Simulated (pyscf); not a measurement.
Thermochemistry of product channels of H₃C–Si:–CH₃ [singlet] + hydrogen chloride (HCl) on the singlet surface, in eV, from ωB97M-D3(BJ)/def2-TZVP energies (ideal gas, 1 atm, RRHO with modes under 100 cm⁻¹ raised to 100, one conformer, R ln 2 for chiral ones without a mode under 150 cm⁻¹). Structures and frequencies: ωB97X-D3(BJ)/def2-SVP in PySCF.

```csv
products,ΔE,ΔH(298 K),ΔG(600 K),ΔG(1200 K)
H₂C=Si(CH₃)–Cl + hydrogen (H₂),-0.81,-0.91,-0.75,-0.65
methane (CH₄) + H₃C–Si:–Cl [singlet],-1.57,-1.49,-1.47,-1.39
```

These are energies of the channels, which say nothing of barriers. H₃C–Si:–CH₃ [singlet] lies 0.32 eV over its isomer H₂C=CH–SiH₃ (electronic energy, ωB97M-D3(BJ)/def2-TZVP). H₂C=Si(CH₃)–Cl lies 0.35 eV over its isomer H₂C=CH–SiH₂–Cl (electronic energy, ωB97M-D3(BJ)/def2-TZVP).
